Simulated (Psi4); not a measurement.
**BHF2 (SMILES FBF) at MP2/def2-TZVPD (density fitting with cc-pvqz-jkfit, density fitting for correlation, sweep point 5)**

Aim: the vertical singlet–triplet gap of BHF2 at MP2/def2-TZVPD (density fitting with cc-pvqz-jkfit, density fitting for correlation, sweep point 5), from 2 runs. Input form: a Python script.

The calculation is run with Psi4 1.11.

2 further runs of the same task are left out: 2 set aside as unsound or not needed.

## (1) The structure to begin with

The species is BHF2 (4 atoms), meant as a singlet with charge 0. SMILES: `FBF`. The shape is that of a PBE0-D4/def2-TZVP optimisation.

Bond lengths: F1–B2 1.313 Å, B2–F3 1.313 Å, B2–H4 1.191 Å. Angles: F1–B2–F3 118.1°, F1–B2–H4 121.0°, F3–B2–H4 121.0°.

## (2) A single-point energy at MP2/def2-TZVPD (density fitting with cc-pvqz-jkfit, density fitting for correlation, sweep point 5)

File bf2h.py:

```python
import psi4

psi4.set_memory(1600000000)
psi4.set_num_threads(1)
psi4.set_output_file('output.dat', False)

geom = psi4.geometry("""
0 1
F      1.154300     0.456900    -0.361900
B     -0.001900    -0.031000     0.025200
F     -1.095400     0.528700    -0.438900
H     -0.057000    -0.954600     0.775600
units angstrom
symmetry c1
""")

options = {'basis': 'def2-TZVPD', 'reference': 'rhf', 'puream': True, 'scf_type': 'df', 'num_frozen_docc': 3, 'df_basis_scf': 'cc-pvqz-jkfit'}
psi4.set_options(options)

result = psi4.energy('mp2')
print(f'mp2 energy: {result:.10f} Eh')
for k, v in sorted(psi4.core.scalar_variables().items()):
    print(f'{k:45s} {v:18.10f}')
```

Started as:

```
$ python bf2h.py
```

output.dat:

```text
[...]
  Running in c1 symmetry.
[...]
  Nuclear repulsion =   61.888554759542060
[...]
  Multiplicity = 1
[...]
  Nalpha       = 12
  Nbeta        = 12
[...]
    Number of basis functions: 126
[...]
   @DF-RHF iter   1:  -224.31982176793875   -9.00547e-01   3.07485e-03 DIIS/ADIIS
[...]
   @DF-RHF iter  10:  -224.36628975536166   -1.64846e-12   4.61061e-09 DIIS
[...]
    Orbital Energies [Eh]
    ---------------------
    Doubly Occupied:
       1A    -26.321288     2A    -26.321247     3A     -7.720185
       4A     -1.653923     5A     -1.622239     6A     -0.831380
       7A     -0.769475     8A     -0.750106     9A     -0.720465
      10A     -0.666826    11A     -0.660325    12A     -0.560078
[...]
  @DF-RHF Final Energy:  -224.36628975536166
   => Energetics <=
    Nuclear Repulsion Energy =             61.8885547595420604
    One-Electron Energy =                -435.3146125355235654
    Two-Electron Energy =                 149.0597680206198561
    Total Energy =                       -224.3662897553616631
[...]
 Multipole Moments:
 ------------------------------------------------------------------------------------
     Multipole            Electronic (a.u.)      Nuclear  (a.u.)        Total (a.u.)
 ------------------------------------------------------------------------------------
 L = 1.  Multiply by 2.5417464519 to convert [e a0] to [Debye]
 Dipole X            :          0.0467053           -0.0675938           -0.0208884
 Dipole Y            :          0.7865886           -1.1322755           -0.3456869
 Dipole Z            :         -0.6390606            0.9199550            0.2808944
 Magnitude           :                                                    0.4459119
[...]
```

Standard output:

```text
mp2 energy: -224.9627381897 Eh
CURRENT CORRELATION ENERGY                         -0.5964484344
CURRENT ENERGY                                   -224.9627381897
CURRENT REFERENCE ENERGY                         -224.3662897554
CUSTOM SCS-MP2 CORRELATION ENERGY                  -0.5834289837
CUSTOM SCS-MP2 TOTAL ENERGY                      -224.9497187391
DD SOLVATION ENERGY                                 0.0000000000
HF KINETIC ENERGY                                 224.2264772141
HF POTENTIAL ENERGY                              -448.5927669694
HF TOTAL ENERGY                                  -224.3662897554
HF VIRIAL RATIO                                     2.0006235327
MP2 CORRELATION ENERGY                             -0.5964484344
MP2 DOUBLES ENERGY                                 -0.5964484344
MP2 OPPOSITE-SPIN CORRELATION ENERGY               -0.4437840449
MP2 SAME-SPIN CORRELATION ENERGY                   -0.1526643894
MP2 SINGLES ENERGY                                 -0.0000000000
MP2 TOTAL ENERGY                                 -224.9627381897
NUCLEAR REPULSION ENERGY                           61.8885547595
ONE-ELECTRON ENERGY                              -435.3146125355
PCM POLARIZATION ENERGY                             0.0000000000
PE ENERGY                                           0.0000000000
SCF ITERATION ENERGY                             -224.3662897554
SCF ITERATIONS                                     10.0000000000
SCF TOTAL ENERGY                                 -224.3662897554
SCS-MP2 CORRELATION ENERGY                         -0.5834289837
SCS-MP2 TOTAL ENERGY                             -224.9497187391
TWO-ELECTRON ENERGY                               149.0597680206
```

Wall time 1.5 s (1 thread of AMD EPYC 9R45 (Zen 5), shared host); peak memory 0.23 GiB.

## (3) The triplet at the same level

File job.py:

```python
import psi4

psi4.set_memory('1600 MB')
psi4.set_num_threads(1)
psi4.core.set_output_file('psi4.out', False)

molecule = psi4.geometry("""
0 3
F      1.154300     0.456900    -0.361900
B     -0.001900    -0.031000     0.025200
F     -1.095400     0.528700    -0.438900
H     -0.057000    -0.954600     0.775600
symmetry c1
""")

psi4.set_options({
    'basis': 'def2-TZVPD',
    'reference': 'uhf',
    'puream': True,
    'scf_type': 'df',
    'num_frozen_docc': 3,
    'df_basis_scf': 'cc-pvqz-jkfit',
    'maxiter': 150,
})

e = psi4.energy('mp2', molecule=molecule)
print(f'mp2 energy: {e:.10f} Eh')
```

Started as:

```
$ python job.py
```

psi4.out:

```text
[...]
  Running in c1 symmetry.
[...]
  Nuclear repulsion =   61.888554759542060
[...]
  Multiplicity = 3
[...]
  Nalpha       = 13
  Nbeta        = 11
[...]
    Number of basis functions: 126
[...]
   @DF-UHF iter   1:  -224.00418545499485   -5.84911e-01   3.04891e-03 DIIS/ADIIS
[...]
   @DF-UHF iter  14:  -224.07264225848900   -5.37170e-12   4.74972e-09 DIIS
[...]
   @S^2 Observed:                2.005047515E+00
[...]
    Orbital Energies [Eh]
    ---------------------
    Alpha Occupied:
       1A    -26.315817     2A    -26.315793     3A     -7.720731
       4A     -1.651130     5A     -1.620685     6A     -0.905939
       7A     -0.797067     8A     -0.765209     9A     -0.743554
      10A     -0.688909    11A     -0.672110    12A     -0.656399
      13A     -0.254491
    Alpha Virtual:
      14A      0.039378    15A      0.089300    16A      0.098989
      17A      0.138955    18A      0.145969    19A      0.152331
      20A      0.159746    21A      0.184719    22A      0.189256
      23A      0.193932    24A      0.225081    25A      0.239914
[...]
  @DF-UHF Final Energy:  -224.07264225848900
   => Energetics <=
    Nuclear Repulsion Energy =             61.8885547595420604
    One-Electron Energy =                -435.0770005339045383
    Two-Electron Energy =                 149.1158035158734947
    Total Energy =                       -224.0726422584889974
  UHF NO Occupations:
  HONO-2 :   11  A 1.9991289
  HONO-1 :   12  A 1.0000000
[...]
 Multipole Moments:
 ------------------------------------------------------------------------------------
     Multipole            Electronic (a.u.)      Nuclear  (a.u.)        Total (a.u.)
 ------------------------------------------------------------------------------------
 L = 1.  Multiply by 2.5417464519 to convert [e a0] to [Debye]
 Dipole X            :          0.0182650           -0.0675938           -0.0493287
 Dipole Y            :          0.3091600           -1.1322755           -0.8231155
 Dipole Z            :         -0.2512459            0.9199550            0.6687091
 Magnitude           :                                                    1.0616610
[...]
```

Standard output:

```text
mp2 energy: -224.6584205839 Eh
```

Wall time 1.9 s (1 thread of AMD EPYC 9R45 (Zen 5), shared host); peak memory 0.24 GiB.

## (4) What came out

At MP2/def2-TZVPD (density fitting with cc-pvqz-jkfit, density fitting for correlation, sweep point 5), 3 core orbitals frozen:

```
                                                           quantity          value
                                              singlet: total energy  -224.96274 Eh
                       singlet: HOMO energy (Hartree–Fock orbitals)      -15.24 eV
                       singlet: LUMO energy (Hartree–Fock orbitals)        1.31 eV
                     singlet: HOMO–LUMO gap (Hartree–Fock orbitals)       16.55 eV
               singlet: correlation energy (3 core orbitals frozen)     -596.4 mEh
                                              triplet: total energy  -224.65842 Eh
triplet: HOMO energy (Hartree–Fock orbitals) (highest over α and β)       -6.93 eV
 triplet: LUMO energy (Hartree–Fock orbitals) (lowest over α and β)       -3.80 eV
               triplet: correlation energy (3 core orbitals frozen)     -585.8 mEh
                         triplet: ⟨S²⟩ of the reference determinant          2.005
                   vertical energy of the triplet above the singlet       8.281 eV
```

**Reading.** At this shape the triplet lies 8.28 eV (799 kJ/mol) above the singlet.
